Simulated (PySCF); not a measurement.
**Basis-set dependence of population analyses: 5-fluoropent-1-ene**

Species: 5-fluoropent-1-ene, C5H9F.
Structure used (PBE0-D3(BJ)/def2-SVP), in Å, numbered top down from 1:
```
atom  x, y, z in Å
C1     2.6625   -0.2274   -0.0309
C2     1.4420   -0.4533    0.4569
C3     0.2323    0.3849    0.1960
C4    -0.9004   -0.3929   -0.4706
C5    -2.1673    0.4161   -0.6099
F6    -2.6288    0.7937    0.6299
H7     2.8670    0.6309   -0.6794
H8     3.5034   -0.8857    0.2025
H9     1.2850   -1.3290    1.1009
H10    0.5055    1.2554   -0.4244
H11   -0.1515    0.7860    1.1503
H12   -0.5904   -0.7367   -1.4719
H13   -1.1253   -1.3011    0.1146
H14   -2.9577   -0.1690   -1.1105
H15   -1.9894    1.3325   -1.2008
```

PBE0 throughout (PySCF), one geometry, spherical d and f functions. Geometry: PBE0-D3(BJ)/def2-SVP, one conformer, isolated molecule. The first 7 of 12 kinds of atom are listed.

Mulliken charges (e):

| basis | functions | C1 | C2 | C3 | C4 | C5 | F6 | H7 |
| --- | --- | --- | --- | --- | --- | --- | --- | --- |
| STO-3G | 39 | -0.175 | -0.077 | -0.150 | -0.150 | -0.038 | -0.118 | +0.076 |
| 6-31G | 72 | -0.361 | -0.079 | -0.375 | -0.357 | +0.021 | -0.350 | +0.152 |
| 6-31G* | 102 | -0.398 | -0.076 | -0.377 | -0.373 | +0.046 | -0.345 | +0.163 |
| def2-SVP | 129 | -0.083 | -0.105 | -0.019 | -0.146 | +0.263 | -0.286 | +0.042 |
| 6-311+G(2d,p) | 216 | -0.444 | +0.261 | -0.385 | -0.128 | -0.246 | -0.258 | +0.110 |
| def2-TZVP | 240 | -0.287 | -0.125 | -0.167 | -0.212 | +0.024 | -0.234 | +0.119 |

IAO charges (e):

```tsv
basis	functions	C1	C2	C3	C4	C5	F6	H7
STO-3G	39	-0.271	-0.135	-0.262	-0.271	-0.094	-0.145	+0.128
6-31G	72	-0.326	-0.128	-0.271	-0.275	+0.009	-0.311	+0.143
6-31G*	102	-0.315	-0.123	-0.257	-0.264	+0.049	-0.318	+0.137
def2-SVP	129	-0.311	-0.120	-0.253	-0.258	+0.054	-0.323	+0.134
6-311+G(2d,p)	216	-0.333	-0.127	-0.265	-0.269	+0.045	-0.338	+0.143
def2-TZVP	240	-0.333	-0.126	-0.265	-0.270	+0.049	-0.337	+0.143
```

Hirshfeld charges (e):

| basis | functions | C1 | C2 | C3 | C4 | C5 | F6 | H7 |
| --- | --- | --- | --- | --- | --- | --- | --- | --- |
| STO-3G | 39 | -0.071 | -0.028 | -0.007 | -0.019 | +0.063 | -0.088 | +0.024 |
| 6-31G | 72 | -0.111 | -0.036 | -0.053 | -0.058 | +0.041 | -0.137 | +0.040 |
| 6-31G* | 102 | -0.111 | -0.038 | -0.054 | -0.060 | +0.036 | -0.124 | +0.041 |
| def2-SVP | 129 | -0.110 | -0.034 | -0.065 | -0.070 | +0.029 | -0.116 | +0.041 |
| 6-311+G(2d,p) | 216 | -0.111 | -0.043 | -0.075 | -0.078 | +0.024 | -0.124 | +0.043 |
| def2-TZVP | 240 | -0.113 | -0.040 | -0.074 | -0.078 | +0.021 | -0.119 | +0.043 |

Question: Which scheme is steadiest as the basis changes?

Answer: Largest range over the bases for any column: Hirshfeld 0.07 e, IAO 0.19 e, Mulliken 0.51 e. Hirshfeld charges move least and Mulliken charges most, counted in e. Without the minimal STO-3G basis the ranges are Hirshfeld 0.02, IAO 0.04, Mulliken 0.51 e.

Question: How much do the charges still move between the two largest bases, 6-311+G(2d,p) and def2-TZVP?

Answer: At most, over all atoms: Mulliken 0.386 e, IAO 0.004 e, Hirshfeld 0.005 e.

Question: What do the same runs give for the total energy, the frontier levels and the dipole moment?

Answer: 
| basis | energy (Eh) | HOMO (eV) | LUMO (eV) | μ (D) |
| --- | --- | --- | --- | --- |
| STO-3G | -291.6483 | -5.10 | 3.67 | 0.83 |
| 6-31G | -295.3536 | -7.21 | 0.81 | 1.75 |
| 6-31G* | -295.4159 | -7.14 | 0.82 | 1.42 |
| def2-SVP | -295.2091 | -7.37 | 0.51 | 1.50 |
| 6-311+G(2d,p) | -295.5159 | -7.44 | 0.14 | 1.59 |
| def2-TZVP | -295.5407 | -7.43 | 0.28 | 1.51 |

The dipole is fixed by the density alone, so its range of 0.92 D shows that the density itself changes with the basis, not only its division among atoms.
